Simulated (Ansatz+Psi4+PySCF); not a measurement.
Values are calculated unless marked as measured or tabulated.
A run of PySCF 2.14.0 on doublet O3(-) at this shape:

```xyz
3

O    -0.0195    1.0993   -0.2283
O    -0.0061   -0.0176    0.4644
O    -0.0109   -1.1014   -0.2451
```

Its results:

```
Converged                       : yes
Reference energy                : -224.45599 hartree
Correlation energy              : -0.73616 hartree
Total energy                    : -225.19216 hartree
Spin squared of the determinant : 0.780
```

Messages of the program:
```
WARN: HOMO -0.197942144915109 >= LUMO -0.197942144915109
WARN: HOMO -0.197942144915109 >= LUMO -0.197942144915109
```

Problem. Which input gives this output? Name the method, the orbitals and the basis set, and write the input.

Solution. UHF-MP2 in aug-cc-pVTZ.

```python
from pyscf import gto, scf, mp

mol = gto.M(atom="""
O -0.019480 1.099290 -0.228320
O -0.006070 -0.017600 0.464390
O -0.010930 -1.101430 -0.245120
""", basis='aug-cc-pvtz', charge=-1, spin=1)
mf = scf.UHF(mol)
mf.kernel()
pt = mp.MP2(mf, frozen=3).run()
print(mf.e_tot, pt.e_corr, pt.e_tot)
```
